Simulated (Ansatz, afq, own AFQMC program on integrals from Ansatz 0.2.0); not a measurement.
**GaCN, singlet in cc-pVDZ, levels against CCSDT(Q)**

```json
{"atom": "C", "x (Å)": "0.0000", "y (Å)": "0.0000", "z (Å)": "-1.2922"}
{"atom": "N", "x (Å)": "0.0000", "y (Å)": "0.0000", "z (Å)": "-0.1169"}
{"atom": "Ga", "x (Å)": "0.0000", "y (Å)": "0.0000", "z (Å)": "1.4091"}
```

Connectivity, by distances: C–N–Ga.

Basis cc-pVDZ. Noble-gas cores (and the filled d shells of Ga–Kr and In–Xe) are frozen. AFQMC by an in-house program on the Cholesky factors that Ansatz 0.2.0 writes for its CCSD(T) run. ph-AFQMC/CISD is guided by a CISD state made of CCSD amplitudes; releasing the constraint for a short imaginary time cuts its bias at the price of noise, slowly where states lie close. Uncertainties: one standard error, sampling alone. No spin–orbit coupling.

Determinant: RHF, the one that the program's search chose, which needn't be the lowest solution. The geometry is a point of a scan.

No full CI on the walks' own integrals is used here; CCSDT(Q) serves as the reference and is uncertain by about the last step of the cluster series.

Cautions: no relativity below Rb; no spin-orbit coupling; inner d shell frozen; the released energies are still falling, so no released level is given (meV from the phaseless value at times in 1/Eh: 22 ± 18 at 0.24, 33 ± 18 at 0.51, -13 ± 18 at 0.99, -50 ± 24 at 1.62, -113 ± 34 at 2.40).

- T1 diagnostic: 0.0167
- weight of the determinant in the CISD state: 0.854
- size of the correlated space: 12 electrons in 39 orbitals

| level | correlation energy (eV) |
| --- | --- |
| MP2 | -7.9892 |
| CCSD | -8.5873 |
| CCSD(T) | -8.9387 |

(1) Estimate where phaseless AFQMC with a CISD trial lies against CCSD(T) on the same integrals.

(1) 1.6 ± 1.7 kJ/mol below CCSD(T). The gap is under twice the noise, so this walk alone can't tell the two apart.

Reference: CCSDT(Q), correlation energy -8.982 eV.

| level | E − E(reference) (kJ/mol) | share of correlation (%) |
| --- | --- | --- |
| CCSD(T) | 4.2 | 99.51 |
| CCSDT | 2.7 | 99.68 |
| ph-AFQMC/CISD | 2.7 ± 1.7 | 99.69 |

A walk keeps the symmetry of its determinant, which the program's search chose and which needn't be the lowest solution, so a lower state of the same spin and another symmetry isn't excluded.
